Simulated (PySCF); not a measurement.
The group X on ethynyl-X is varied. Gas-phase values, no solvent. One relaxed conformer stands for each flexible species; it need not be the lowest. Strings in code marks are SMILES.

All values below come from ωB97X-D3(BJ)/def2-TZVP // B3LYP-D3(BJ)/def2-TZVP in PySCF. All candidates: neutral, multiplicity 1. Delta-SCF ions had no search for a lower state. 

```
Quantity                                    Value
--------------------------------------  ---------
HOMO                                    -10.78 eV
HOMO–LUMO gap                            12.83 eV
vertical ionisation energy (Delta-SCF)   10.84 eV
```

Question: Identify which member has these values.
(A) `C#C[SiH3]`
(B) `C#C`
(C) `C#CC=O`
(D) `C#CC`

Answer: A, `C#C[SiH3]`. The others give `C#CC`: -10.21 eV, 13.45 eV, 10.39 eV; `C#C`: -10.96 eV, 14.05 eV, 11.39 eV; `C#CC=O`: -10.82 eV, 10.87 eV, 10.73 eV
